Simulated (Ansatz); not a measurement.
# Ge, diamond: how the functional moves the structure

All rows: Ansatz, plane waves with scalar-relativistic PAW, 420 eV (500 eV for the SCAN forms), relaxed under each functional, no dispersion correction, no zero-point motion. B₀ comes from uniform scaling at fixed shape; a dash is a value not given.

The measured cell (COD entry 9008567) has a = 5.657 Å, 22.63 Å³/atom.

```
functional  V (Å³/atom)         cell  B₀ (GPa)     magnetic state
       PBE        24.04  a = 5.772 Å        59  spin not included
    r²SCAN        22.81  a = 5.672 Å        71  spin not included
    PBEsol        22.97  a = 5.686 Å        67  spin not included
       LDA        22.30  a = 5.630 Å        72  spin not included
      RPBE        24.72  a = 5.826 Å        54  spin not included
      BLYP        25.59  a = 5.894 Å        46  spin not included
```

(1) What does revPBE give?

(2) Which functional comes closest to the measured volume?

Results:

(1) V (Å³/atom): 24.53; cell: a = 5.811 Å; B₀ (GPa): 55; magnetic state: spin not included.

(2) r²SCAN, off by 0.8 %. The measured value holds thermal expansion and zero-point motion, which the calculations lack.
